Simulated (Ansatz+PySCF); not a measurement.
## doublet C2H3O2: levels of theory in one basis

```xyz
7

C     0.0000   -0.1318   -1.0733
C     0.0000    0.2949    0.3072
O     0.0000   -0.7502    1.1808
H     0.0000   -0.3617    2.0673
H     0.0000   -1.1808   -1.3338
H     0.0000    0.6287   -1.8401
O     0.0000    1.5009    0.6919
```

Basis set: cc-pVTZ (spherical functions). Correlated methods keep 4 orbitals frozen. Correlation on ROHF uses semicanonical orbitals with singles. Charge 0, multiplicity 2.

Computed with Ansatz (development build ahead of 0.2.0) and PySCF 2.14.0; each method stands on the lowest determinant of its kind that the runs found.

```csv
method,E − E(ROHF) (eV),<S²> of the determinant
ROHF,0.00,0.75
UHF,-0.22,0.85
UHF-MP2,-20.89,0.85
```

What does ROHF-MP2 give on the same scale?

-21.07 eV.

Caution for ROHF-MP2, UHF-MP2: forces differ strongly between restricted and unrestricted references.
